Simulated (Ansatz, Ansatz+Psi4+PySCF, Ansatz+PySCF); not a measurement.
```yaml
atoms:
  - { symbol: Li, position_ang: [0.0000, 0.0000, 0.0000] }
  - { symbol: O, position_ang: [0.0000, 0.6929, 1.6937] }
  - { symbol: O, position_ang: [0.0000, -0.6475, 1.5827] }
```

Basis set: cc-pCVTZ on Li; cc-pVTZ on O (spherical functions). Correlated methods keep 2 orbitals frozen. Correlation on ROHF uses semicanonical orbitals with singles. Charge 0, multiplicity 2.

Computed with Ansatz (development build ahead of 0.2.0); each method stands on the lowest determinant of its kind that the runs found.

The atomization energy at this shape (free ground-state atoms in the same class of orbitals less the molecule, no zero-point energy) of doublet LiO2:

```tsv
method	atomization energy
UHF-CCSD(T)	715.5 kJ/mol
UHF-MP2	756.6 kJ/mol
ROHF-MP2	753.0 kJ/mol
ROHF	268.7 kJ/mol
```

Problem. What does UHF-CCSD give?

Solution. 677.6 kJ/mol. Caution for ROHF-MP2: large amplitudes, a single reference is doubtful.
